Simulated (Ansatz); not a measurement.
Ansatz (an electronic-structure program) input (B3LYP-D3(BJ)/def2-TZVP):

Ansatz 0.2 input:
```yaml
crystal:
  periodic: [false, false, false]
  atoms:
    - {symbol: N, position_ang: [-0.00536348, 0.01082114, 1.24195927]}
    - {symbol: C, position_ang: [0.00924693, 1.06740937, 0.41510040]}
    - {symbol: C, position_ang: [-0.01291185, -1.06001520, 0.43354086]}
    - {symbol: C, position_ang: [0.01130691, 0.67035162, -0.98668825]}
    - {symbol: C, position_ang: [-0.00283558, -0.68744301, -0.97491892]}
    - {symbol: H, position_ang: [0.01804177, 2.07833538, 0.79979338]}
    - {symbol: H, position_ang: [-0.02510476, -2.06408540, 0.83569978]}
    - {symbol: H, position_ang: [0.02192854, 1.33244179, -1.83739377]}
    - {symbol: H, position_ang: [-0.00615967, -1.36425639, -1.81401885]}
basis:
  gaussian:
    orbitals: def2-TZVP
hamiltonian:
  xc: b3lyp
  dispersion: d3bj
magnetization: {spin_polarized: true, initial_magnetization: 1}
phonons: {temperatures: {t_min: 298.15, t_max: 298.15, t_step: 100}}
```

Output:

```
Functional definition: B3LYP
integrals: 0.08 GiB planned
1051 factors; their error is unknown
mean field: 1.03 GiB planned
mean field evaluation 1: about -5695.1145 eV, gradient 4.2e1 eV
mean field evaluation 2: about -5689.6099 eV, gradient 5.4e1 eV
mean field evaluation 4: about -5703.1524 eV, gradient 5.3e0 eV
mean field evaluation 8: about -5703.2781 eV, gradient 1.4e-1 eV
mean field evaluation 16: about -5703.2620 eV, gradient 1.1e-3 eV
mean field -5703.26195027 eV, -209.5910108625 hartree, gradient 1.7e-5 eV, S^2 0.764584; 1 other end points of the search recorded, 0 dependent functions left out
the calculation of the forces begins
reference -5703.26217633 eV, -209.5910191701 hartree; 18, 17 occupied and 161, 162 virtual orbitals, 1051 factors
these checks for a lower state are left out or cut short: stability, starts, cluster_reference, orbital_swaps, neighbouring_geometries, increment
integrals: 0.08 GiB planned
1051 factors; their error is unknown
mean field: 1.03 GiB planned
mean field evaluation 32: about -5703.2619 eV, gradient 4.5e-4 eV
mean field -5703.26185808 eV, -209.5910074746 hartree, gradient 2.7e-6 eV, S^2 0.764540; 0 other end points of the search recorded, 0 dependent functions left out
the calculation of the forces begins
reference -5703.26208412 eV, -209.5910157814 hartree; 18, 17 occupied and 161, 162 virtual orbitals, 1051 factors
these checks for a lower state are left out or cut short: stability, starts, cluster_reference, orbital_swaps, neighbouring_geometries, increment
integrals: 0.08 GiB planned
1051 factors; their error is unknown
mean field: 1.03 GiB planned
mean field -5703.26186182 eV, -209.5910076123 hartree, gradient 2.5e-6 eV, S^2 0.764628; 0 other end points of the search recorded, 0 dependent functions left out
the calculation of the forces begins
reference -5703.26208791 eV, -209.5910159207 hartree; 18, 17 occupied and 161, 162 virtual orbitals, 1051 factors
these checks for a lower state are left out or cut short: stability, starts, cluster_reference, orbital_swaps, neighbouring_geometries, increment
integrals: 0.08 GiB planned
1051 factors; their error is unknown
mean field: 1.03 GiB planned
mean field -5703.26146277 eV, -209.5909929473 hartree, gradient 2.5e-6 eV, S^2 0.764667; 0 other end points of the search recorded, 0 dependent functions left out
the calculation of the forces begins
reference -5703.26168880 eV, -209.5910012538 hartree; 18, 17 occupied and 161, 162 virtual orbitals, 1051 factors
these checks for a lower state are left out or cut short: stability, starts, cluster_reference, orbital_swaps, neighbouring_geometries, increment
integrals: 0.08 GiB planned
1051 factors; their error is unknown
mean field: 1.03 GiB planned
mean field -5703.26197170 eV, -209.5910116501 hartree, gradient 2.7e-6 eV, S^2 0.764501; 0 other end points of the search recorded, 0 dependent functions left out
the calculation of the forces begins
reference -5703.26219779 eV, -209.5910199589 hartree; 18, 17 occupied and 161, 162 virtual orbitals, 1051 factors
these checks for a lower state are left out or cut short: stability, starts, cluster_reference, orbital_swaps, neighbouring_geometries, increment
integrals: 0.08 GiB planned
1051 factors; their error is unknown
mean field: 1.03 GiB planned
mean field evaluation 64: about -5703.2619 eV, gradient 2.4e-6 eV
mean field -5703.26189295 eV, -209.5910087561 hartree, gradient 2.9e-6 eV, S^2 0.764590; 0 other end points of the search recorded, 0 dependent functions left out
the calculation of the forces begins
reference -5703.26211902 eV, -209.5910170640 hartree; 18, 17 occupied and 161, 162 virtual orbitals, 1051 factors
these checks for a lower state are left out or cut short: stability, starts, cluster_reference, orbital_swaps, neighbouring_geometries, increment
integrals: 0.08 GiB planned
1051 factors; their error is unknown
mean field: 1.03 GiB planned
mean field -5703.26183769 eV, -209.5910067252 hartree, gradient 2.9e-6 eV, S^2 0.764580; 0 other end points of the search recorded, 0 dependent functions left out
the calculation of the forces begins
reference -5703.26206374 eV, -209.5910150325 hartree; 18, 17 occupied and 161, 162 virtual orbitals, 1051 factors
these checks for a lower state are left out or cut short: stability, starts, cluster_reference, orbital_swaps, neighbouring_geometries, increment
integrals: 0.08 GiB planned
1051 factors; their error is unknown
mean field: 1.03 GiB planned
mean field -5703.26167357 eV, -209.5910006941 hartree, gradient 2.7e-6 eV, S^2 0.764536; 0 other end points of the search recorded, 0 dependent functions left out
the calculation of the forces begins
reference -5703.26189960 eV, -209.5910090004 hartree; 18, 17 occupied and 161, 162 virtual orbitals, 1051 factors
these checks for a lower state are left out or cut short: stability, starts, cluster_reference, orbital_swaps, neighbouring_geometries, increment
integrals: 0.08 GiB planned
1051 factors; their error is unknown
mean field: 1.03 GiB planned
mean field -5703.26177868 eV, -209.5910045567 hartree, gradient 2.7e-6 eV, S^2 0.764633; 0 other end points of the search recorded, 0 dependent functions left out
the calculation of the forces begins
reference -5703.26200478 eV, -209.5910128657 hartree; 18, 17 occupied and 161, 162 virtual orbitals, 1051 factors
these checks for a lower state are left out or cut short: stability, starts, cluster_reference, orbital_swaps, neighbouring_geometries, increment
integrals: 0.08 GiB planned
1051 factors; their error is unknown
mean field: 1.03 GiB planned
mean field -5703.26180012 eV, -209.5910053448 hartree, gradient 2.7e-6 eV, S^2 0.764605; 0 other end points of the search recorded, 0 dependent functions left out
the calculation of the forces begins
reference -5703.26202615 eV, -209.5910136511 hartree; 18, 17 occupied and 161, 162 virtual orbitals, 1051 factors
these checks for a lower state are left out or cut short: stability, starts, cluster_reference, orbital_swaps, neighbouring_geometries, increment
integrals: 0.08 GiB planned
1051 factors; their error is unknown
mean field: 1.03 GiB planned
mean field evaluation 96: about -5703.2717 eV, gradient 4.5e-1 eV
mean field -5703.26187564 eV, -209.5910081201 hartree, gradient 2.8e-6 eV, S^2 0.764563; 0 other end points of the search recorded, 0 dependent functions left out
the calculation of the forces begins
reference -5703.26210174 eV, -209.5910164291 hartree; 18, 17 occupied and 161, 162 virtual orbitals, 1051 factors
these checks for a lower state are left out or cut short: stability, starts, cluster_reference, orbital_swaps, neighbouring_geometries, increment
integrals: 0.08 GiB planned
1051 factors; their error is unknown
mean field: 1.03 GiB planned
mean field -5703.26187517 eV, -209.5910081028 hartree, gradient 2.2e-6 eV, S^2 0.764587; 0 other end points of the search recorded, 0 dependent functions left out
the calculation of the forces begins
reference -5703.26210128 eV, -209.5910164120 hartree; 18, 17 occupied and 161, 162 virtual orbitals, 1051 factors
these checks for a lower state are left out or cut short: stability, starts, cluster_reference, orbital_swaps, neighbouring_geometries, increment
integrals: 0.08 GiB planned
1051 factors; their error is unknown
mean field: 1.03 GiB planned
mean field -5703.26182920 eV, -209.5910064132 hartree, gradient 2.2e-6 eV, S^2 0.764581; 0 other end points of the search recorded, 0 dependent functions left out
the calculation of the forces begins
reference -5703.26205522 eV, -209.5910147193 hartree; 18, 17 occupied and 161, 162 virtual orbitals, 1051 factors
these checks for a lower state are left out or cut short: stability, starts, cluster_reference, orbital_swaps, neighbouring_geometries, increment
integrals: 0.08 GiB planned
1051 factors; their error is unknown
mean field: 1.03 GiB planned
mean field -5703.26192525 eV, -209.5910099433 hartree, gradient 2.2e-6 eV, S^2 0.764584; 0 other end points of the search recorded, 0 dependent functions left out
the calculation of the forces begins
reference -5703.26215131 eV, -209.5910182507 hartree; 18, 17 occupied and 161, 162 virtual orbitals, 1051 factors
these checks for a lower state are left out or cut short: stability, starts, cluster_reference, orbital_swaps, neighbouring_geometries, increment
integrals: 0.08 GiB planned
1051 factors; their error is unknown
mean field: 1.03 GiB planned
mean field evaluation 128: about -5703.2614 eV, gradient 4.4e-1 eV
mean field -5703.26194125 eV, -209.5910105312 hartree, gradient 2.1e-6 eV, S^2 0.764585; 0 other end points of the search recorded, 0 dependent functions left out
the calculation of the forces begins
reference -5703.26216732 eV, -209.5910188389 hartree; 18, 17 occupied and 161, 162 virtual orbitals, 1051 factors
these checks for a lower state are left out or cut short: stability, starts, cluster_reference, orbital_swaps, neighbouring_geometries, increment
integrals: 0.08 GiB planned
1051 factors; their error is unknown
mean field: 1.03 GiB planned
mean field -5703.26191643 eV, -209.5910096191 hartree, gradient 2.5e-6 eV, S^2 0.764584; 0 other end points of the search recorded, 0 dependent functions left out
the calculation of the forces begins
reference -5703.26214252 eV, -209.5910179276 hartree; 18, 17 occupied and 161, 162 virtual orbitals, 1051 factors
these checks for a lower state are left out or cut short: stability, starts, cluster_reference, orbital_swaps, neighbouring_geometries, increment
integrals: 0.08 GiB planned
1051 factors; their error is unknown
mean field: 1.03 GiB planned
mean field -5703.26188114 eV, -209.5910083223 hartree, gradient 2.4e-6 eV, S^2 0.764584; 0 other end points of the search recorded, 0 dependent functions left out
the calculation of the forces begins
reference -5703.26210718 eV, -209.5910166290 hartree; 18, 17 occupied and 161, 162 virtual orbitals, 1051 factors
these checks for a lower state are left out or cut short: stability, starts, cluster_reference, orbital_swaps, neighbouring_geometries, increment
integrals: 0.08 GiB planned
1051 factors; their error is unknown
mean field: 1.03 GiB planned
mean field -5703.26192699 eV, -209.5910100070 hartree, gradient 2.2e-6 eV, S^2 0.764585; 0 other end points of the search recorded, 0 dependent functions left out
the calculation of the forces begins
reference -5703.26215310 eV, -209.5910183163 hartree; 18, 17 occupied and 161, 162 virtual orbitals, 1051 factors
these checks for a lower state are left out or cut short: stability, starts, cluster_reference, orbital_swaps, neighbouring_geometries, increment
integrals: 0.08 GiB planned
1051 factors; their error is unknown
mean field: 1.03 GiB planned
mean field evaluation 160: about -5703.2619 eV, gradient 7.5e-3 eV
mean field -5703.26189192 eV, -209.5910087182 hartree, gradient 2.2e-6 eV, S^2 0.764583; 0 other end points of the search recorded, 0 dependent functions left out
the calculation of the forces begins
reference -5703.26211793 eV, -209.5910170241 hartree; 18, 17 occupied and 161, 162 virtual orbitals, 1051 factors
Total energy: -5703.58444486 eV, -209.6028623203 hartree
Atom 0 at    -0.005363     0.010821     1.241959 Å, force     0.000002    -0.000005    -0.000553 eV/Å
Atom 1 at     0.009247     1.067409     0.415100 Å, force    -0.000003     0.000017     0.000708 eV/Å
Atom 2 at    -0.012912    -1.060015     0.433541 Å, force    -0.000003    -0.000004     0.000708 eV/Å
Atom 3 at     0.011307     0.670352    -0.986688 Å, force     0.000004     0.000433     0.000222 eV/Å
Atom 4 at    -0.002836    -0.687443    -0.974919 Å, force    -0.000005    -0.000429     0.000229 eV/Å
Atom 5 at     0.018042     2.078335     0.799793 Å, force     0.000005     0.000331    -0.000422 eV/Å
Atom 6 at    -0.025105    -2.064085     0.835700 Å, force    -0.000002    -0.000339    -0.000416 eV/Å
Atom 7 at     0.021929     1.332442    -1.837394 Å, force     0.000002     0.000057    -0.000239 eV/Å
Atom 8 at    -0.006160    -1.364256    -1.814019 Å, force     0.000000    -0.000062    -0.000238 eV/Å
Dipole moment:     0.001850    -0.003732    -0.428369 e Å
Vibrations: 494.16 544.18 657.76 711.96 824.85 841.51 882.88 907.73 936.61 1044.31 1077.74 1090.73 1202.13 1296.53 1361.01 1431.56 1558.55 3202.82 3206.91 3234.56 3253.29 cm⁻¹, zero-point energy 1.844995 eV
```

It need not be the lowest isomer of its formula.
